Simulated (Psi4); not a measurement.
Process, species as SMILES: OO (H2O2) → O[O-] + H+
B3LYP-D3(BJ)/def2-TZVP geometries, fixed; electronic energies without zero-point terms.
Largest species:
```
O
H 1 0.9680
O 1 1.4504 2 100.54
H 3 0.9680 1 100.54 2 115.91
```
Charge 0, spin multiplicity 1.

Basis-set convergence of the deprotonation energy at HF with Psi4. Cartesian d functions, on some or all atoms, in 6-31G*, 6-31+G*; all else is spherical. Density fitting with the program's default auxiliary sets. Psi4's default fitting sets serve the pcseg sets less well. No added dispersion term, no relativity. Functions are those of the species that has most. Reference: the value in aug-cc-pVQZ, 390.41 kcal/mol, itself unsure by roughly 0.07 kcal/mol (its distance from def2-QZVPPD). Deviations are taken from unrounded values.

```json
[
 {"basis": "6-31G*", "functions": "34", "deprotonation energy (kcal/mol)": "400.18"},
 {"basis": "6-31+G*", "functions": "42", "deprotonation energy (kcal/mol)": "383.82"},
 {"basis": "cc-pVDZ", "functions": "38", "deprotonation energy (kcal/mol)": "404.47"},
 {"basis": "aug-cc-pVDZ", "functions": "64", "deprotonation energy (kcal/mol)": "387.87"},
 {"basis": "def2-SVP", "functions": "38", "deprotonation energy (kcal/mol)": "403.95"},
 {"basis": "def2-SVPD", "functions": "62", "deprotonation energy (kcal/mol)": "387.61"},
 {"basis": "pcseg-1", "functions": "38", "deprotonation energy (kcal/mol)": "392.77"},
 {"basis": "aug-pcseg-1", "functions": "64", "deprotonation energy (kcal/mol)": "385.88"},
 {"basis": "6-311G**", "functions": "48", "deprotonation energy (kcal/mol)": "400.97"},
 {"basis": "6-311+G**", "functions": "56", "deprotonation energy (kcal/mol)": "388.12"},
 {"basis": "def2-TZVP", "functions": "74", "deprotonation energy (kcal/mol)": "393.54"},
 {"basis": "def2-TZVPD", "functions": "98", "deprotonation energy (kcal/mol)": "389.36"},
 {"basis": "cc-pVTZ", "functions": "88", "deprotonation energy (kcal/mol)": "398.46"},
 {"basis": "aug-cc-pVTZ", "functions": "138", "deprotonation energy (kcal/mol)": "389.93"},
 {"basis": "pcseg-2", "functions": "88", "deprotonation energy (kcal/mol)": "391.93"},
 {"basis": "aug-pcseg-2", "functions": "138", "deprotonation energy (kcal/mol)": "390.17"},
 {"basis": "def2-TZVPP", "functions": "90", "deprotonation energy (kcal/mol)": "394.40"},
 {"basis": "def2-TZVPPD", "functions": "114", "deprotonation energy (kcal/mol)": "390.13"},
 {"basis": "cc-pVQZ", "functions": "170", "deprotonation energy (kcal/mol)": "394.73"},
 {"basis": "aug-cc-pVQZ", "functions": "252", "deprotonation energy (kcal/mol)": "390.41"},
 {"basis": "def2-QZVPP", "functions": "174", "deprotonation energy (kcal/mol)": "392.08"},
 {"basis": "def2-QZVPPD", "functions": "198", "deprotonation energy (kcal/mol)": "390.48"},
 {"basis": "pcseg-3", "functions": "186", "deprotonation energy (kcal/mol)": "390.81"},
 {"basis": "aug-pcseg-3", "functions": "268", "deprotonation energy (kcal/mol)": "390.54"}
]
```

What the diffuse functions change, pair by pair:
- 6-31G* to 6-31+G*: 8 more functions, deviation 9.77 to -6.59 kcal/mol
- cc-pVDZ to aug-cc-pVDZ: 26 more functions, deviation 14.06 to -2.54 kcal/mol
- def2-SVP to def2-SVPD: 24 more functions, deviation 13.54 to -2.80 kcal/mol
- pcseg-1 to aug-pcseg-1: 26 more functions, deviation 2.36 to -4.53 kcal/mol
- 6-311G** to 6-311+G**: 8 more functions, deviation 10.56 to -2.29 kcal/mol
- def2-TZVP to def2-TZVPD: 24 more functions, deviation 3.13 to -1.05 kcal/mol
- cc-pVTZ to aug-cc-pVTZ: 50 more functions, deviation 8.05 to -0.48 kcal/mol
- pcseg-2 to aug-pcseg-2: 50 more functions, deviation 1.52 to -0.25 kcal/mol
- def2-TZVPP to def2-TZVPPD: 24 more functions, deviation 3.98 to -0.29 kcal/mol
- cc-pVQZ to aug-cc-pVQZ: 82 more functions, deviation 4.32 to 0.00 kcal/mol
- def2-QZVPP to def2-QZVPPD: 24 more functions, deviation 1.66 to 0.07 kcal/mol
- pcseg-3 to aug-pcseg-3: 82 more functions, deviation 0.40 to 0.13 kcal/mol

Leaving out the reference's own pair, they bring the value nearer the reference by more than 0.07 kcal/mol in 10 of 11 pairs.
